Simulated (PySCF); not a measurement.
Start geometry of [BMeH3]-, `[BH3-]C` from GFN2-xTB (Å):
```
atom  x, y, z in Å
B1    -0.0021    0.0030   -0.8203
C2     0.0022   -0.0029    0.8288
H3    -1.0102    0.0419    1.2453
H4     0.5502    0.8499    1.2449
H5     0.4697   -0.9054    1.2389
H6     1.1515   -0.0352   -1.2491
H7    -0.5462    1.0242   -1.2403
H8    -0.6150   -0.9757   -1.2483
```

Problem. What comes out of this run: PBE0-D3(BJ)/def2-SVP geometry optimisation, gas phase (PySCF)?

Solution. 
```
atom  x, y, z in Å
B1    -0.0026    0.0029   -0.8171
C2     0.0026   -0.0030    0.8290
H3    -1.0179    0.0412    1.2628
H4     0.5544    0.8577    1.2607
H5     0.4753   -0.9123    1.2547
H6     1.1706   -0.0385   -1.2672
H7    -0.5540    1.0432   -1.2579
H8    -0.6285   -0.9913   -1.2649
```

The energy falls by 0.67 kcal/mol over 4 energy and gradient evaluations, the largest force component goes from 0.0110 to 1.2e-04 Eh/bohr, and the atoms move by 0.020 Å rms after alignment. Among the bonds, B1–H6, B1–H7 and B1–H8 change most and about equally (+0.026 Å). Bonds longer at the end by more than 0.005 Å: 6 of 7; shorter: 0. Rotational constants go from 70707, 17694, 17694 to 68848, 17512, 17512 MHz. The orientation of the end geometry is arbitrary; only internal coordinates are fixed.

The run used 58 basis functions and 20 SCF cycles in all. The run took 3.1 s of wall time on Arm Neoverse V1, one thread, on a shared host.

No PBE0-D3(BJ)/def2-SVP frequencies stand behind this structure, so it isn't proved a minimum. The geometry's basis has no diffuse functions, a weakness for an anion.
